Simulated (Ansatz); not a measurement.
Born–Oppenheimer molecular dynamics of H₆Si₂ (8 atoms, charge 0, multiplicity 1). It starts from a relaxed structure.

All numbers below come from Ansatz, RKS PBE-D4/6-31G*.

| Property | Result |
| --- | --- |
| ensemble | NVE (velocity Verlet) |
| time step | 0.25 fs |
| steps asked | 250 |
| starting velocities drawn for | 300 K |
| seed | 973010 |

First frame:

```xyz
8
Properties=species:S:1:pos:R:3
Si -0.059 0.000 0.022
H -0.108 -0.359 1.479
Si 2.154 0.000 -0.761
H 2.771 -1.360 -0.605
H 2.203 0.374 -2.214
H 2.987 0.986 0.007
H -0.681 1.356 -0.148
H -0.889 -0.997 -0.736
```

(1) How far do the bonds stretch over the last three quarters of this one trajectory? (Pairs bonded in most of those frames.)

Results:

(1) 
```
   bond  mean (Å)  spread (Å)  shortest  longest
 Si1–H2     1.502       0.011      1.48     1.52
Si1–Si3     2.366       0.077      2.26     2.46
 Si1–H7     1.502       0.005      1.49     1.51
 Si1–H8     1.503       0.016      1.48     1.53
 Si3–H4     1.502       0.007      1.49     1.51
 Si3–H5     1.506       0.039      1.45     1.56
 Si3–H6     1.509       0.056      1.43     1.59
```

Mean temperature of the second half: 162 K. The conserved energy stayed within 0.031 meV per atom of its start (net change 0.0068 meV per atom), so the integration is sound. Over the second half the temperature averaged 0.54 of the 300 K drawn at the start: a run that starts near a minimum puts about half its kinetic energy into the potential. A run of 0.062 ps of so small a system gives no equilibrium averages.

Time of the run: 2.5 min on 1 thread of AMD EPYC 9R45 96-Core Processor (Zen 5) (shared host), peak memory 0.11 GiB.
